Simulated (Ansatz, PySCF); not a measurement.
Species: cyanoethylene, C$_{3}$H$_{3}$N, charge 0, multiplicity 1. 
Coordinates optimised at B3LYP-D3(BJ)/def2-TZVP (Ansatz, a first-principles code):
```xyz
7

C     -0.1624    -1.6316     0.0047
C      0.5687    -0.5193    -0.0022
C     -0.0050     0.7858    -0.0018
H     -1.2435    -1.6002     0.0112
H      0.3125    -2.6029     0.0041
H      1.6516    -0.5573    -0.0087
N     -0.4469     1.8501    -0.0016
```
Charge 0, spin multiplicity 1.
Unstable Hartree-Fock reference: C=CC#N.

Wanted: enthalpy of formation at 298 K (from the atomisation energy, B3LYP-D3(BJ)/def2-TZVP harmonic zero-point and thermal terms from PySCF, and the atoms' enthalpies of formation in the G2/97 table; no spin-orbit terms, and no core term in the frozen-core levels), in kcal/mol. Correlated levels leave the core frozen unless marked. UHF or UKS for open shells. No spin-orbit coupling. No relativistic terms. The coupled-cluster limit lacks core correlation, which all-electron functionals hold. CBS marks a two-point X^-3 extrapolation of the correlation energy; Hartree-Fock from the larger set.

Measured: 43.2 kcal/mol (G2/97 table in ASE (Curtiss et al.)); it holds spin-orbit and relativistic effects, which these rows lack, and core correlation, which the frozen-core levels lack. This is an older compilation, not checked against later work.

| level | program | enthalpy of formation at 298 K (kcal/mol) | error against measurement |
|---|---|---|---|
| HF/STO-3G | Ansatz | 235.3 | 192.1 |
| RI-HF/aug-cc-pVQZ | Ansatz | 271.7 | 228.5 |
| PBE0/STO-3G | Ansatz | -26.6 | -69.8 |
| PBE0-D4/def2-TZVP | Ansatz + dftd4 | 39.1 | -4.1 |
| B2PLYP-D4/def2-TZVPD | Ansatz + dftd4 | 47.9 | 4.7 |
| CCSD/6-31G* | Ansatz | 119.2 | 76.0 |
| CCSD(T)/CBS(cc-pVTZ,cc-pVQZ) | Ansatz | 48.6 | 5.4 |
